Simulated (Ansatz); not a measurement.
## Other spins and charges of Ge–Al–OH, triplet at one geometry

Geometry (PBE0/def2-TZVP stationary point for this spin, not checked as a minimum):

```xyz
4

Al    0.0000    0.0000   -0.4578
Ge    0.0000    0.0000   -2.8770
O     0.0000    0.0000    1.1936
H     0.0000    0.0000    2.1412
```

Basis cc-pVDZ; Ansatz 0.2.0. Only valence electrons are correlated (noble-gas cores and the filled d shells of p-block atoms frozen). Prefix R: restricted or restricted open-shell reference; prefix U: unrestricted. No spin–orbit coupling is included, and no scalar relativity.

Gaps are energies of the second state less the first, at fixed atoms, for a selection of the levels run; each method lands on the state that its own search finds for that charge and spin.

For open shells CISD is restricted-active-space CI with the open shells as a complete middle space.

Removing an electron, to the doublet: 7.083 eV at UCCSDT(Q).

| level | gap (eV) | error (meV) |
| --- | --- | --- |
| UHF | 6.701 | -382 |
| UMP2 | 7.068 | -15 |
| CISD | 6.976 | -107 |
| UCCSD | 7.040 | -43 |
| UCCSD(T) | 7.074 | -9 |
| BCCD(T) | 7.070 | -13 |
| UCCSDT | 7.080 | -3 |
| PBE | 7.331 | 248 |
| r2SCAN | 7.505 | 422 |
| PBE0 | 7.368 | 285 |
| B3LYP | 7.248 | 165 |
| wB97M-V | 7.142 | 59 |
| RPA-PBE | 7.153 | 70 |

Task: PBE gives 8.817 eV for removing an electron, to the quartet. Estimate what UCCSDT(Q) gives in cc-pVDZ.

Result: UCCSDT(Q) in cc-pVDZ gives 8.338 eV, so against it PBE is off by 0.479 eV, of which a good part can be the reference's own basis and frozen-core error.

```json
{"level": "UMP2", "gap (eV)": "8.168", "error (meV)": "-170"}
{"level": "CISD", "gap (eV)": "8.106", "error (meV)": "-232"}
{"level": "UCCSD", "gap (eV)": "8.292", "error (meV)": "-46"}
{"level": "BCCD(T)", "gap (eV)": "8.339", "error (meV)": "1"}
{"level": "UCCSDT", "gap (eV)": "8.334", "error (meV)": "-4"}
{"level": "r2SCAN", "gap (eV)": "8.688", "error (meV)": "350"}
{"level": "PBE0", "gap (eV)": "8.777", "error (meV)": "439"}
{"level": "B3LYP", "gap (eV)": "8.935", "error (meV)": "597"}
{"level": "B2PLYP", "gap (eV)": "8.644", "error (meV)": "306"}
{"level": "RPA-PBE", "gap (eV)": "8.629", "error (meV)": "291"}
```

In so small a basis the reference is far from its limit while semilocal and hybrid functionals are nearer theirs (RPA and double hybrids share part of the reference's basis error), so the functionals' errors here hold much of the reference's basis and frozen-core error, which can add to them or hide them.

Full CI isn't at hand for all of this; UCCSDT(Q) serves as the reference, and is uncertain by the last step of the cluster series or more. The frozen core follows each run's orbitals, which can shift R against U totals by a few meV for light atoms and by up to 0.1 eV past Ca.
